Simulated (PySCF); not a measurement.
# LiB: bond curves at several levels of theory

One table from this session's results is given with a row withheld; the runs are named, their logs left out.

Computed with PySCF 2.14.0. Level: Li pcseg-1, B pcseg-1, no relativity.

The first run:

The job is set up so:

```
atoms                         : Li, B
charge                        : 0
basis                         : Li pcseg-1, B pcseg-1
Hamiltonian                   : no relativity
basis functions               : 23
electrons treated             : 8
masses in u                   : 7.0160, 11.0093
levels                        : PBE0, PBE, r²SCAN, revPBE, TPSS, MN15, HF, MP2, SCS-MP2, CCSD, CCSD(T)
grid                          : 80 radial by 434 angular points
occupations                   : held fixed by the projection of orbital angular momentum
dissociation limit            : Li + B, each in its ground configuration
starting distance in angstrom : 2.100
values of 2S to try           : 0, 2
```

Launch:

```
> OMP_NUM_THREADS=1 python dia.py task.json out
```

Among the steps run: Set-up; PBE0 along the bond; Other states along the same grid; PBE (GGA); r²SCAN; revPBE; TPSS; MN15 (hybrid meta-GGA); UHF (mean field); Correlated methods on the Hartree–Fock reference.

One of the session's tables, all rows but one given; the rest of the session is left out.

```
      level  Re (Å)  ωe (cm⁻¹)  De (eV)
        UHF   2.152        556     0.70
    UHF-MP2   2.150        549     0.91
UHF-SCS-MP2       ?          ?        ?
   UHF-CCSD   2.158        526     0.84
UHF-CCSD(T)   2.162        521     0.86
        PBE   2.162        517     1.41
     revPBE   2.178        506     1.31
       TPSS   2.157        529     1.38
     r²SCAN   2.163        528     1.48
       PBE0   2.144        541     1.32
       MN15   2.159        523      n/a
```

Q: Estimate the row for UHF-SCS-MP2 from the others.

The run gave: Re (Å): 2.147; ωe (cm⁻¹): 550; De (eV): 0.80. In the column «Re (Å)» it lies between PBE0 (2.144) and UHF-MP2 (2.150).

De is counted to Li + B in their ground configurations.
